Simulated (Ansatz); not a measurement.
**PH (singlet): wave-function methods side by side, aug-cc-pVDZ**

Aim: climb from Hartree-Fock through coupled cluster and multireference methods for PH (singlet) at one geometry and basis, and see what each rung misses.

The runs use Ansatz 0.2.0, Gaussian basis; aug-cc-pVDZ, core rule «outside noble gas», up to 5 orbitals frozen.

The runs, in order: UHF; CCSD(T) on RHF; CCSD(T) on UHF; BCCD(T) on RHF; CISD; CCSDT(Q) on RHF; CCSDT(Q) on UHF; CCSDTQ on RHF; CASSCF and MRCISD+Q, 6 electrons in 5 orbitals; CASSCF and NEVPT2, 6 electrons in 5 orbitals; Full CI.

22 further runs of the same task are left out: 1 for a mislabelled method, 8 that didn't finish, 13 set aside as unsound or not needed.

### Step 1. What is computed

The geometry is a PBE0/def2-TZVP stationary point (not a proven minimum) of the parent state, kept for this charge and spin.

2 atoms, charge 0, spin multiplicity 1.

Atoms are counted from 1 here; the program's logs count them from 0.

Bond lengths: P1–H2 1.428 Å.

### Step 2. UHF

The input, in.yaml:

```yaml
crystal:
  periodic: [false, false, false]
  atoms:
    - {symbol: P, position_ang: [0.000000, 0.000000, 0.000000]}
    - {symbol: H, position_ang: [0.000000, 0.000000, 1.428200]}
basis:
  gaussian: {orbitals: aug-cc-pVDZ}
magnetization: {spin_polarized: true, initial_magnetization: 0}
hamiltonian: {xc: hf}
output: {orbitals: {seedname: orbitals}}
```

Command:

```sh
> ansatz run in.yaml --threads 1 --pin off --events-out ev --progress --plain --max-ram 2393MiB
```

Further steps of the session: CCSD(T) on RHF; CCSD(T) on UHF; BCCD(T) on RHF; CISD; CCSDT(Q) on RHF; CCSDT(Q) on UHF; CCSDTQ on RHF; CASSCF and MRCISD+Q, 6 electrons in 5 orbitals; CASSCF and NEVPT2, 6 electrons in 5 orbitals; Full CI.

**Question.** What will the summary of the whole plan be? Wanted: FCI below the RHF energy; RMP2 from FCI; RCCSD from FCI; RCCSD(T) from FCI; RCCSDT(Q) from FCI; NEVPT2 valence from FCI; MRCISD+Q valence from FCI; T1 diagnostic; effectively unpaired electrons.

**Answer**, as computed:

| quantity | value |
| --- | --- |
| FCI below the RHF energy | -3.9685 eV |
| RMP2 from FCI | +118.0 kJ/mol |
| RCCSD from FCI | +34.4 kJ/mol |
| RCCSD(T) from FCI | +18.7 kJ/mol |
| RCCSDT(Q) from FCI | -0.6 kJ/mol |
| NEVPT2 valence from FCI | +74.5 kJ/mol |
| MRCISD+Q valence from FCI | -2.5 kJ/mol |
| levels within 1 kcal/mol (43 meV) | RCCSDT, RCCSDT(Q), RCCSDTQ, MRCISD+Q valence |
| T1 diagnostic | 0.011 |
| effectively unpaired electrons | 2.04 |

In words: RCCSD(T) lands +18.7 kJ/mol from the yardstick (4.9 % of the correlation energy). RCCSDT(Q), MRCISD+Q valence fall below full CI, which methods that aren't variational can do. With 2.0 effectively unpaired electrons against 0 the state is strongly multireference. Of the multireference levels listed MRCISD+Q valence comes nearest in total energy (-2.5 kJ/mol), which doesn't show that its space is the better one. These misses are within one basis, not against nature.
